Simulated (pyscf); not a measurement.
Single points on ωB97X-D3(BJ)/def2-SVP structures (PySCF, gas phase).

Question: Estimate the classical barrier height and the reaction energy of `[SiH3][Ag]` + `[H]` [doublet] → `[Ag]` [doublet] + `[SiH4]` at ωB97M-D3(BJ)/def2-TZVP. The step runs on the doublet surface, breaks Ag–Si and forms H–Si; take the separated reactants as zero.

Answer: ΔE‡ = 6.6 kJ/mol, ΔE = -169.8 kJ/mol. Zero-point energy shifts the barrier by +2.9 kJ/mol. It is a substitution at Si, with an imaginary mode of 564i cm⁻¹. The reactants may also form a dative adduct at H₃Si–Ag; it and routes through it were not searched. One saddle was located; it need not be the lowest between these sides. The angle at the attacked Si is 180°. Open-shell species with a d-block atom are single-reference here; other states, and whether the spin sits on metal or ligand, were not checked. Elements past Kr carry the def2 core potentials, without spin-orbit coupling.
